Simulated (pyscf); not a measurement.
A first-order saddle from PySCF, ωB97X-D3(BJ)/def2-SVP:

```
Si
H 1 1.4890
H 1 1.4994 2 121.85
H 1 1.5289 2 99.45 3 -105.37
N 1 1.9112 2 115.47 4 -99.45
H 5 1.0200 1 114.54 2 158.44
H 5 1.0207 6 108.26 1 129.05
H 5 1.2134 6 119.88 7 138.73
O 8 1.2850 5 133.43 6 120.67
H 9 0.9640 8 119.68 5 -118.51
```

Surface: singlet, charge 0. Lowest wavenumbers (cm⁻¹): 1076i, 260, 275, 442, 491.

Q: Which two sides does it connect, and which bonds change?

A: HO–SiH₃ + NH₃ ⇌ H₂O + H₂N–SiH₃, a four-centre exchange read from left to right: O–Si, H–N broken and H–O, N–Si formed. At CCSD(T)/def2-TZVPP + ΔMP2(QZVPP) it lies +32.0 kcal/mol from the left side and +22.1 kcal/mol from the right (each side as separated species at their lowest minima found). On the reactant side the descent ends in a complex (not fully relaxed), 4.1 kcal/mol under the separated species and 33.1 kcal/mol under the saddle at ωB97X-D3(BJ)/def2-TZVP. On the product side the descent ends in a complex, 5.4 kcal/mol under the separated species and 24.3 kcal/mol under the saddle at ωB97X-D3(BJ)/def2-TZVP. At ωB97X-D3(BJ) the barrier from the zero used here is 29.0 kcal/mol. This is the saddle that the search found; another between the same sides may lie lower. The CCSD(T) − MP2 part came from Ansatz, without density fitting, on the same reference.
